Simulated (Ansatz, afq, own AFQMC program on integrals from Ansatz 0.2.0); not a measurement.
## Where AFQMC and coupled cluster stand for HfC⁺, sextet

```yaml
atoms:
  - { symbol: Hf, position_ang: [0.0000, 0.0000, 0.0000] }
  - { symbol: C, position_ang: [0.0000, 0.0000, 2.0906] }
```

Basis def2-TZVP with its core potentials. Only valence electrons are correlated. Integrals, coupled cluster, full CI and functionals: Ansatz 0.2.0; the random walks run on the same integrals in our own AFQMC program. ph-AFQMC/CISD is guided by a CISD state made of CCSD amplitudes; releasing the constraint for a short imaginary time cuts its bias at the price of noise, slowly where states lie close. ± is one standard error of the sampling. No spin–orbit coupling. The metal's outer-core s and p shells are frozen, which shifts wave-function levels against functionals.

Determinant: UHF, the one that the program's search chose, which needn't be the lowest solution. The geometry is a PBE0/def2-TZVP stationary point of this or a neighbouring charge and spin state.

No full CI on the walks' own integrals is used here; CCSDT(Q) serves as the reference and is uncertain by about the last step of the cluster series.

Cautions: no spin-orbit coupling; outer-core shells of the metal frozen; another spin lies lower; the released energies are still falling, so no released level is given (meV from the phaseless value at times in 1/Eh: -7 ± 3 at 0.24, -14.8 ± 2.4 at 0.51, -21 ± 3 at 0.99, -25 ± 4 at 1.62, -111 ± 86 at 2.40), though the last usable value meets CCSDT(Q) within the noise.

The T1 diagnostic is 0.0308, the weight of the determinant in the CISD state is 0.919 and the ⟨S²⟩ of the determinant is 8.756. The size of the correlated space is 7 electrons in 66 orbitals.

```tsv
level	correlation energy (eV)
MP2	-2.8983
CCSD	-3.4257
CCSD(T)	-3.5854
```

(1) Estimate where phaseless AFQMC with the Hartree–Fock trial lies against CCSD(T) on the same integrals.

(1) 2.42 ± 0.72 mEh above CCSD(T).

Reference: CCSDT(Q), correlation energy -3.621 eV.

```json
{"level": "CCSD(T)", "E − E(reference) (mEh)": "1.31", "share of correlation (%)": "99.02"}
{"level": "CCSDT", "E − E(reference) (mEh)": "0.29", "share of correlation (%)": "99.79"}
{"level": "ph-AFQMC/HF", "E − E(reference) (mEh)": "3.73 ± 0.72", "share of correlation (%)": "97.20"}
{"level": "ph-AFQMC/CISD", "E − E(reference) (mEh)": "1.05 ± 0.12", "share of correlation (%)": "99.21"}
```

A walk keeps the symmetry of its determinant, which the program's search chose and which needn't be the lowest solution, so a lower state of the same spin and another symmetry isn't excluded.
